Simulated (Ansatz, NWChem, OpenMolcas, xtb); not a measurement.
**How methods differ on BH2Cl (SMILES BCl)**

BH2Cl has 4 atoms, charge 0, and is taken as a singlet. As SMILES, `BCl`. The shape is that of a PBE0-D4/def2-TZVP optimisation.

```xyz
4

B    -0.1167    0.0217   -0.0753
Cl    1.3650   -0.3953    0.7212
H    -1.1062   -0.5595    0.2404
H    -0.0866    0.8728   -0.9066
```

Quantity: the vertical energy of the triplet above the singlet, in eV. The values are calculated.

```tsv
level	kind	program	value (eV)	CPU time (all runs)
GFN0-xTB	semi-empirical	xtb	5.19	under 2 s
PBE/def2-TZVP	GGA	Ansatz	4.24	6.1 s
M06-L/def2-TZVP	meta-GGA	OpenMolcas	4.57	67 s
M06-2X/def2-TZVP	hybrid meta-GGA	NWChem	4.91	70 s
PBE0/def2-TZVP	global hybrid	Ansatz	4.53	7.5 s
CAM-B3LYP/def2-TZVP	range-separated hybrid	Ansatz	4.75	9.8 s
RPA@PBE/def2-TZVP	RPA	Ansatz	4.66	11 s
MP2/def2-TZVP	perturbation theory	NWChem	5.32	72 s
CASSCF(12,10)/def2-TZVP	multireference	OpenMolcas	5.88	28 s
CCSD(T)/def2-TZVP	coupled cluster or CI	Ansatz	4.99	44 s
```

The values span 4.24 to 5.88 eV. GFN0-xTB: no spin polarisation, so open shells miss the exchange term that lowers them. The coupled-cluster rows rest on a doubtful reference here (large T1 or Brueckner and Hartree–Fock orbitals at odds), and rows may lie in different states. CPU times are rough (shared hosts, several kinds of processor and program).
